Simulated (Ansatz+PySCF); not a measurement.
## singlet H2O: levels of theory in one basis

```xyz
3

O     0.0000    0.0000   -0.1795
H     0.0000    1.1313    0.7180
H     0.0000   -1.1313    0.7180
```

Basis set: 6-31G* (spherical functions). Correlated methods keep 1 orbital frozen. Charge 0, multiplicity 1.

Computed with Ansatz (development build ahead of 0.2.0); each method stands on the lowest determinant of its kind that the runs found. NEVPT2 correlates all electrons. Active spaces start from the frontier orbitals, and the lowest solution found is given.

| method | E − E(RHF) (eV) | <S²> of the determinant |
| --- | --- | --- |
| RHF | 0.00 | 0.00 |
| UHF | -0.58 | 0.84 |
| RHF-MP2 | -6.28 | – |
| UHF-MP2 | -4.88 | 0.84 |
| RHF-CCSD(T) | -6.87 | – |
| UHF-CCSD(T) | -6.79 | 0.84 |
| RHF-CCSDT(Q) | -6.92 | – |
| full CI (lowest root of this spin) | -6.91 | – |
| CASSCF(8,6) | -3.21 | – |
| SC-NEVPT2(8,6) | -6.39 | – |

**Question.** What does RHF-CCSD give on the same scale?

**Answer.** -6.69 eV.

At such a shape the full CI root can have another spatial symmetry than the determinants, so the rows needn't describe one state.

**Question.** Is a single determinant a sound starting point here?

**Answer.** It is doubtful. Unrestricted orbitals lower Hartree–Fock by 0.58 eV and <S²> is 0.84 where a pure state has 0.00, a sign of strong static correlation. The CASSCF(8,6) natural occupations are 2.00, 2.00, 1.88, 1.87, 0.13, 0.12.

Caution for RHF, RHF-MP2, RHF-CCSD, RHF-CCSD(T), RHF-CCSDT(Q): an unrestricted determinant lies well below. Caution for UHF, UHF-MP2, UHF-CCSD(T): the unrestricted determinant is a mixture of spin states. Caution for RHF-MP2, UHF-MP2, RHF-CCSD, RHF-CCSD(T), UHF-CCSD(T), RHF-CCSDT(Q): bonds are stretched, where a single reference can fail. Caution for UHF-MP2, UHF-CCSD(T): a plain start can end on a higher determinant; another reference gives a lower total.
